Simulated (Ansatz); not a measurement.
Input for Ansatz (development build ahead of 0.2.0):

```yaml
crystal:
  periodic: [false, false, false]
  atoms:
    - { symbol: C, position_ang: [-0.00236, -0.05799, -0.6134] }
    - { symbol: O, position_ang: [-0.08156, -0.10868, 0.75895] }
    - { symbol: H, position_ang: [-0.00317, -1.08624, -1.07111] }
    - { symbol: H, position_ang: [-0.87933, 0.49426, -0.97147] }
    - { symbol: H, position_ang: [0.84404, 0.40933, -1.11705] }
    - { symbol: H, position_ang: [0.04134, 0.83483, 1.05917] }
basis:
  gaussian: { orbitals: def2-SVP }
hamiltonian:
  xc: hf
correlation:
  method: mp2
  frozen_orbitals: { C: 1, H: 0, O: 1 }
```

The input is written out in the form of the current development build from the run's settings.

Results

```json
{
 "Converged": "yes",
 "Reference energy": "-114.94529 hartree",
 "Correlation energy": "-0.33906 hartree",
 "Total energy": "-115.28435 hartree",
 "Spin squared of the determinant": "0.000"
}
```
